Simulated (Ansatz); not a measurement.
Two isomers of C3H8N2: A = `CCC(=N)N`, B = `C/N=C/NC`.

Calculated with Ansatz (gas phase, PBE0-D4/def2-TZVP geometries, no zero-point term in ΔE). CCSD(T)/CBS adds triple-zeta CCSD(T) − MP2 to the extrapolated MP2 energy (def2 sets, frozen cores). Functionals use def2-TZVPP. B3LYP here is the variant with VWN-RPA as its local correlation; programs differ in this. One conformer a species, not always the lowest.

A:

```xyz
13

C    -1.223   -0.984    0.217
C    -0.181   -0.362   -0.706
C     0.571    0.770   -0.052
N     0.419    2.011   -0.295
N     1.433    0.379    0.941
H    -1.759   -1.789   -0.290
H    -0.761   -1.397    1.116
H    -1.953   -0.236    0.534
H    -0.659    0.024   -1.609
H     0.531   -1.130   -1.031
H    -0.292    2.147   -1.006
H     2.036    1.105    1.293
H     1.837   -0.539    0.888
```

B:

```xyz
13

C    -2.193   -0.033   -0.433
N    -0.874    0.011    0.132
C     0.104   -0.126   -0.661
N     1.397   -0.169   -0.241
C     1.731    0.126    1.128
H    -2.739    0.882   -0.184
H    -2.761   -0.864   -0.002
H    -2.202   -0.149   -1.529
H    -0.012   -0.252   -1.747
H     2.099   -0.006   -0.940
H     1.475    1.155    1.407
H     1.175   -0.538    1.790
H     2.798   -0.034    1.279
```

Task: Which isomer does CCSD(T)/CBS put lower? Give the gap. (Best estimate.)

Result: Ansatz gave: A, by 66.2 kJ/mol.

Task: Give E(B) − E(A) in kJ/mol with PBE-D4, B3LYP, HF/def2-TZVPP, PBE0-D4, ωB97M-V, r2SCAN-D4, B3LYP-D4. (Best estimate.)

Result: The calculation gave: PBE-D4 56.2, B3LYP 53.8, HF/def2-TZVPP 61.2, PBE0-D4 60.9, ωB97M-V 65.0, r2SCAN-D4 61.8, B3LYP-D4 56.4. None reverses the order clearly.

Largest T1 diagnostic: 0.012.

From PBE to PBE0 (25 % exact exchange), in def2-TZVPP and without D4, E(B) − E(A) moves by +5.0 kJ/mol. In def2-TZVPP, CCSD(T) changes the Hartree–Fock value by +3.4 kJ/mol (the triples alone add −0.6 kJ/mol) and MP2 by +4.7 kJ/mol.
